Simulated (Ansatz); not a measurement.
Worked example: As2H, sextet against As$_{2}$H, quartet

Geometry (PBE0/def2-TZVP stationary point of a quartet), kept for both states (As2H, quartet: A'; As2H, sextet: A'):

```xyz
3

As    0.0000   -0.5251    0.8030
As    0.0000   -0.4773   -1.6877
H     0.0000    1.0024    0.8847
```

Basis cc-pVDZ; Ansatz 0.2.0. Correlated methods freeze the noble-gas cores and the filled d shells of p-block atoms. R marks a restricted (for open shells ROHF) determinant, U an unrestricted one. No spin–orbit coupling is included, and no scalar relativity.

Full CI isn't at hand for all of this; UCCSDTQ serves as the reference, and is uncertain by the last step of the cluster series or more.

| level | E(As2H, quartet) (hartree) | E(As2H, sextet) (hartree) |
| --- | --- | --- |
| UHF | -4468.906358 | -4468.787477 |
| UMP2 | -4469.058206 | -4468.928483 |
| UCCSD(T) | -4469.097886 | -4468.964125 |
| PBE | -4471.552921 | -4471.407455 |
| r2SCAN | -4472.207646 | -4472.062486 |
| UCCSDTQ | -4469.099519 | -4468.965108 |

Task: Give the vertical gap, As2H sextet less As2H quartet, at each level in eV (1 hartree = 27.2114 eV), and each error against UCCSDTQ.

Result: UCCSDTQ: (-4468.965108 − (-4469.099519)) × 27.2114 = 3.658 eV (the reference)
r2SCAN: (-4472.062486 − (-4472.207646)) × 27.2114 = 3.950 eV, error 0.292 eV
PBE: (-4471.407455 − (-4471.552921)) × 27.2114 = 3.958 eV, error 0.300 eV
UCCSD(T): (-4468.964125 − (-4469.097886)) × 27.2114 = 3.640 eV, error -0.018 eV
UMP2: (-4468.928483 − (-4469.058206)) × 27.2114 = 3.530 eV, error -0.128 eV
UHF: (-4468.787477 − (-4468.906358)) × 27.2114 = 3.235 eV, error -0.423 eV

Total energies of functionals can't be set beside those of wave-function methods, since they hold the core's correlation and their own absolute errors; only the differences compare.

In so small a basis the reference is far from its limit while semilocal and hybrid functionals are nearer theirs, so the functionals' errors here hold much of the reference's basis and frozen-core error, which can add to them or hide them.

Each level lands on the state that its own search finds. T1 diagnostics of restricted CCSD: 0.020 and 0.015.
